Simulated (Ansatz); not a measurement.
Results of BLYP (Ansatz, a program for electronic structure, plane waves, PAW) for A-type hexagonal La2O3.

Numerical settings: plane-wave cutoff 520 eV, 12×12×6 k mesh (along the axes of the cell as run), Fermi–Dirac smearing 0.01 eV, scalar-relativistic PAW data made under PBE.

Properties against volume:

Shape and atoms are relaxed at each volume.

```tsv
V (Å³/atom)	P (GPa)	direct gap at Γ (eV)	smallest gap on the k mesh (eV)	c (Å)
16.640	4.58	4.397	3.906	6.182
16.986	2.18	4.297	3.886	6.258
17.333	0.00	4.198	3.862	6.331
17.680	-1.97	4.100	3.834	6.402
18.026	-3.75	4.004	3.800	6.472
```

The fundamental gap (3.86 eV at the equilibrium volume, with added k points) lies elsewhere than Γ–Γ.

Note: the bulk modulus comes from volumes at which shape and atoms were relaxed.

Spin–orbit coupling is not included.
